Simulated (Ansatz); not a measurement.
Geometry optimisation, Ansatz 0.2.0, RKS B3LYP-D4/def2-SVP.

The input (input.yaml):

```yaml
crystal:
  periodic: [false, false, false]
  atoms:
    - { symbol: C, position_ang: [-0.54189, 0.57641, -0.46772] }
    - { symbol: C, position_ang: [0.30817, -0.6076, -0.01936] }
    - { symbol: O, position_ang: [1.19881, -0.27648, 1.0206] }
    - { symbol: H, position_ang: [-1.17505, 0.28581, -1.30149] }
    - { symbol: H, position_ang: [0.09764, 1.39862, -0.78021] }
    - { symbol: H, position_ang: [-1.17696, 0.92071, 0.34771] }
    - { symbol: H, position_ang: [0.9405, -0.95268, -0.84035] }
    - { symbol: H, position_ang: [-0.3443, -1.43864, 0.28817] }
    - { symbol: H, position_ang: [0.69309, 0.09386, 1.75264] }
basis:
  gaussian: { orbitals: def2-SVP }
hamiltonian:
  xc: b3lyp
  dispersion: d4
relax:
  f_tol: 0.015
  max_steps: 40
```

Run as:

```bash
$ ansatz run input.yaml --threads 1 --pin off --max-ram 2048MiB --backend cpu --events-out ev --progress --plain --runs-dir out
```

Question: Where does it end, and by what steps?

Answer: The forces met the threshold. After 4 steps the energy has fallen by 0.022 eV; H9 moved furthest, 0.03 Å.

```json
{"step": "0", "energy less start (eV)": "0.0000", "largest force component (eV/Å)": "0.519", "accepted": "yes"}
{"step": "1", "energy less start (eV)": "-0.0200", "largest force component (eV/Å)": "0.170", "accepted": "yes"}
{"step": "2", "energy less start (eV)": "-0.0222", "largest force component (eV/Å)": "0.036", "accepted": "yes"}
{"step": "3", "energy less start (eV)": "-0.0222", "largest force component (eV/Å)": "0.100", "accepted": "no"}
{"step": "4", "energy less start (eV)": "-0.0223", "largest force component (eV/Å)": "0.011", "accepted": "yes"}
```

```xyz
9
Properties=species:S:1:pos:R:3
C -0.539 0.573 -0.471
C 0.314 -0.603 -0.009
O 1.214 -0.259 1.024
H -1.189 0.288 -1.314
H 0.100 1.412 -0.789
H -1.192 0.934 0.344
H 0.935 -0.967 -0.843
H -0.342 -1.450 0.286
H 0.698 0.071 1.772
```

Whether the end is a true minimum wasn't checked by a vibrational analysis.

Run time: 9.2 s on 1 thread of AMD EPYC 7R43 64-Core Processor (Zen 3), on a shared host, peak memory 0.14 GiB.
